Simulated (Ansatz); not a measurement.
A made-up structure of CH4NSi (charge +1), singlet:

```
7
angstrom
C -0.7568 -0.5755 -0.2572
N -0.0610 0.3191 -0.8453
Si 0.5390 0.1221 0.8323
H 0.6211 1.0591 -1.0111
H -0.1151 0.6904 -1.7942
H 0.1698 1.2062 1.7486
H 1.8122 -0.5964 0.9495
```

It is relaxed with PBE-D4/def2-SVP and then PBE0-D4/def2-TZVP (Ansatz 0.2.0). Atoms count as bonded within 1.22 times the sum of their covalent radii (H–H: 0.88 Å). The end point is not checked to be a true minimum.

Does its bonding change? (Judge from chemistry; the calculation decides.)

By the calculation: Yes. Formed: none; broken: N2–Si3.

Where it ends: The first stage lowers the energy by 4.75 eV in 15 steps. It ends as CH₄NSi ([NH2][C][SiH2]), total charge +1:
C1  (0.262, 0.362, -0.263)
N2  (-0.045, 0.613, -1.452)
Si3  (0.677, 0.022, 1.349)
H4  (0.448, 1.316, -2.006)
H5  (-0.805, 0.128, -1.934)
H6  (-0.012, 0.811, 2.377)
H7  (1.684, -1.027, 1.552)
(Å)

Labels in which every atom is bracketed show which atoms are joined, not bond orders.

For scale, one of the runs: PBE0-D4/def2-TZVP relaxation, 123 basis functions, launched by `ansatz run in.yaml --threads 2 --pin off --events-out ev --progress --plain --max-ram 4352MiB`. The run took about 11 s on 2 CPU threads of an Arm Neoverse V2 (shared host).
